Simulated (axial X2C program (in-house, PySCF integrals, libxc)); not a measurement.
Low determinants of AlH at the PBE0 level, 2c

All values were computed with an in-house relativistic program for diatomic molecules. Two-component (2c) means X2C with spin–orbit coupling and atomic mean-field two-electron Coulomb and Gaunt terms. Basis: Al dyall-v3z [8s8p2d1f], H dyall-v3z [6s2p1d] (cores contracted in-house); Gaussian nuclei, density fitting, unrestricted open shells. Masses: Al 26.982 u, H 1.008 u.

Search at 1.669 Å (vertical energies from the lowest determinant):

```csv
ΔE (eV),state,electrons beyond evenly filled partner blocks,"electrons in ±ω = 1/2, 3/2, 5/2, 7/2"
0.00,Ω = 0,none,12 2 0 0
1.73,Ω = 2,"ω = 1/2, ω = 3/2",11 3 0 0
2.19,Ω = 1,2 × ω = 1/2,12 2 0 0
2.20,Ω = 1,"ω = -1/2, ω = 3/2",11 3 0 0
```

Lowest determinant, Ω = 0 (closed shell): Re = 1.668 Å, ωe = 1642.2 cm⁻¹.

The determinant in row 2 of the search, Ω = 2 (⟨Sz⟩ = 1.00, ⟨Lz⟩ = 1.00 at PBE0), was followed along the bond at PBE0; measured from the minimum of the lowest determinant it gives:

Te = 1.715 eV (13832 cm⁻¹), Re = 1.607 Å, ωe = 1771.3 cm⁻¹.

Task: Compare the bond of the determinant in row 2 with that of the lowest one.

Result: At PBE0 its Re is 0.061 Å shorter and its force constant, which goes as ωe², is 1.16 times that of the lowest determinant. T0 ≈ Te + Δωe/2 = 13832 + (65) = 13897 cm⁻¹.

The search compares states at one distance, so a state with another bond length can lie lower; it is not exhaustive and yields mostly the lowest determinant of each block pattern, so other components and higher states of one pattern are missing. These are energies of single determinants, not of spin-adapted states; PBE0 term energies can be off by some tenths of an eV, and the functional has no current term. Open-shell Ω = 0 determinants with evenly filled partner blocks cannot be reached by this program, so the Ω shown need not be the lowest component.
